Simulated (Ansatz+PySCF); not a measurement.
Two shapes of doublet CH₃.

Shape 1:

```xyz
4

C     0.0000    0.0000    0.0000
H     1.0903    0.0000    0.0000
H    -0.5452    0.9443    0.0000
H    -0.5452   -0.9443    0.0000
```

Shape 2:

```xyz
4

C     0.0000    0.0000    0.0000
H     1.1776    0.0000    0.0000
H    -0.5888    1.0198    0.0000
H    -0.5888   -1.0198    0.0000
```

Basis set: def2-SVP (spherical functions). Correlated methods keep 1 orbital frozen. Correlation on ROHF uses semicanonical orbitals with singles. Charge 0, multiplicity 2.

Computed with Ansatz (development build ahead of 0.2.0); each method stands on the lowest determinant of its kind that the runs found.

Q: Which shape is lower in energy, and by how much in each method?

A:

```tsv
method	E(2) − E(1) (eV)
ROHF	0.472
UHF	0.455
ROHF-MP2	0.400
UHF-MP2	0.399
ROHF-CCSD	0.361
```

Shape 1 is lower.
